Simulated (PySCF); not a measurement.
# The bond of CO, level by level

The task here is to estimate one member of a computed series from the others.

The runs use PySCF 2.14.0; C jorge-DZP-DKH, O jorge-DZP-DKH, spin-free X2C with a Gaussian nucleus.

Set-up of the first run:

The job is set up so:

* atoms: C, O
* charge: 0
* basis: C jorge-DZP-DKH, O jorge-DZP-DKH
* Hamiltonian: spin-free X2C with a Gaussian nucleus
* basis functions: 30
* electrons treated: 14
* masses in u: 12.0000, 15.9949
* levels: PBE0, PBE, r²SCAN, r²SCANh, BP86, revPBE, HF, MP2, SCS-MP2, CCSD, CCSD(T)
* grid: 80 radial by 434 angular points
* occupations: held fixed by the projection of orbital angular momentum
* dissociation limit: C + O, each in its ground configuration
* starting distance in angstrom: 1.310
* values of 2S to try: 0, 2, 4

Run with:

```console
$ OMP_NUM_THREADS=1 python dia.py task.json out
```

Steps of the session up to this table: Set-up; The PBE0 curve of the state that the search chose; Higher solutions at PBE0; PBE; r²SCAN (meta-GGA); r²SCANh (hybrid meta-GGA); BP86; revPBE (GGA); RHF (mean field); Adding correlation.

One of the session's tables, all rows but one given; the rest of the session is left out.

| level | Re (Å) | ωe (cm⁻¹) | De (eV) |
| --- | --- | --- | --- |
| RHF | 1.114 | 2425 | 7.23 |
| RHF-MP2 | 1.152 | 2102 | 10.90 |
| RHF-SCS-MP2 | 1.149 | 2129 | 10.64 |
| RHF-CCSD | 1.143 | 2201 | 10.12 |
| RHF-CCSD(T) | 1.149 | 2139 | 10.36 |
| PBE | 1.153 | 2097 | 11.30 |
| revPBE | 1.156 | 2083 | 10.92 |
| BP86 | 1.154 | 2090 | 11.25 |
| r²SCAN | 1.143 | 2169 | 10.74 |
| r²SCANh | ? | ? | ? |
| PBE0 | 1.138 | 2218 | 10.70 |

Q: Estimate the row for r²SCANh from the others.

As computed: Re (Å): 1.138; ωe (cm⁻¹): 2206; De (eV): 10.54.

De is counted to C + O in their ground configurations.
